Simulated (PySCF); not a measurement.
**TDDFT excited states: C4H7P**

C4H7P.
SMILES with atom numbers: `[CH3:1][CH:2]([CH3:3])[C:4]#[P:5]` (hydrogens: H6, H7, H8 on C1; H9 on C2; H10, H11, H12 on C3)

Method used: TDDFT wB97X-D/def2-SVPD, vertical, gas phase, core orbitals frozen in the response (PySCF 2.14.0, density-fitted response routines). Isolated species at its GFN2-xTB geometry, gas phase.

Question: List the vertical singlet excitations with oscillator strengths and describe the spectrum.

Answer: 

| state | E (eV) | E (kJ/mol) | λ (nm) | f | symmetry | main configurations (H = HOMO, L = LUMO) |
| --- | --- | --- | --- | --- | --- | --- |
| S1 | 4.33 | 418 | 286.1 | 0.0000 | – | H→L (54%), H-1→L+1 (44%) |
| S2 | 4.70 | 453 | 264.1 | 0.0010 | – | H-1→L+1 (54%), H→L (44%) |
| S3 | 4.70 | 453 | 264.0 | 0.0004 | – | H-1→L (49%), H→L+1 (49%) |
| S4 | 7.27 | 701 | 170.6 | 0.089 | A′ | H-2→L (52%), H-1→L+2 (29%) |
| S5 | 7.30 | 705 | 169.8 | 0.010 | A″ | H-2→L+1 (56%), H→L+2 (33%) |
| S6 | 7.37 | 711 | 168.3 | 0.299 | A′ | H-2→L (40%), H-1→L+2 (28%), H-1→L (12%) |
| S7 | 7.40 | 714 | 167.5 | 0.095 | A″ | H→L+2 (49%), H-2→L+1 (38%) |
| S8 | 7.48 | 722 | 165.7 | 0.683 | A′ | H→L+1 (31%), H-1→L (28%), H-1→L+2 (24%) |

Triplets, Tamm–Dancoff:

```tsv
state	E (eV)	λ (nm)	main configurations (H = HOMO, L = LUMO)
T1	3.42	362.9	H-1→L (49%), H→L+1 (47%)
T2	3.88	319.8	H→L (51%), H-1→L+1 (45%)
T3	3.88	319.7	H→L+1 (50%), H-1→L (47%)
```

The lowest singlet comes at 286 nm (418 kJ/mol) in the ultraviolet; it is dark (f under 0.0005); its leading configuration is HOMO→LUMO (54%). The most intense listed level is S8 at 7.48 eV (166 nm, f = 0.683), 3.15 eV above S1. It is the last of those listed, so stronger ones may follow. S2/S3 lie within about 0.01 eV of each other. Löwdin shares by element: HOMO (one of a set within 0.03 eV) carbon 48% or more, phosphorus 42%; LUMO phosphorus 51%, carbon 40% or more, hydrogen 4% or more. Weighted by f, the mean energy of these states is 7.43 eV. Orbital energies (eV): HOMO-3 -12.03, HOMO-2 -11.44, HOMO-1 -9.23, HOMO -9.22, LUMO 0.80, LUMO+1 0.86, LUMO+2 2.30. The listed states span 3.15 eV, and the widest gap between neighbours is 2.57 eV (S3 to S4). Symmetry labels in Cs follow from the direction of the transition dipole and are given only for states with f of 0.002 or more. The window holds the lowest 8 singlets.
